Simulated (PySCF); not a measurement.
# Core-level binding energies of (Z)-pent-2-en-4-ynenitrile

Species: (Z)-pent-2-en-4-ynenitrile, C₅H₃N.
Atom-mapped SMILES: `[CH:1]#[C:2]/[CH:3]=[CH:4]\[C:5]#[N:6]`

The calculation used PySCF, delta-SCF UKS SCAN, pcX-2 on the ionised atom, pcseg-1 elsewhere, spin-free X2C. Binding energies are ΔSCF values: E(core-ionised, relaxed orbitals) − E(ground state) at a fixed geometry, referred to the vacuum level.

Question: Give the core binding energies atom by atom.

Answer: 
```csv
atom(s),environment,level,binding energy (eV),above the level's lowest (eV),count
C1,terminal alkyne carbon,C 1s,290.74,0.00,1
C2,alkyne carbon,C 1s,291.31,+0.57,1
C4,alkene CH carbon,C 1s,291.86,+1.12,1
C3,alkene CH carbon,C 1s,292.08,+1.34,1
C5,nitrile carbon,C 1s,292.17,+1.43,1
N6,nitrile nitrogen,N 1s,404.80,0.00,1
```

The listed C 1s values span 1.43 eV, from C1 (bonded to C (triple bond) and H) to C5 (bonded to N (triple bond) and C). Summing the Pauling electronegativity differences to the bonded atoms, each weighted by its formal bond order, gives -0.35 for the lowest site and +1.47 for the highest; no listed site has a larger sum than the highest.

Question: Which effective nuclear charge Zeff reproduces each element's mean 1s value in the hydrogen-like formula E = 13.606 eV × Zeff²?

Answer: C (Z = 6): mean 291.6 eV, Zeff = 4.63, Z − Zeff = 1.37; N (Z = 7): mean 404.8 eV, Zeff = 5.45, Z − Zeff = 1.55. Means run over the listed sites, weighted by atom count.

The unrestricted hole states depart most from a pure doublet (⟨S²⟩ = 0.75; over 0.85 named) for C 1s of C1 (0.87), C 1s of C2 (0.92) and C 1s of C3 (0.92), which makes these values less certain. Geometry: GFN2-xTB; no solvent, vibrations or thermal averaging.
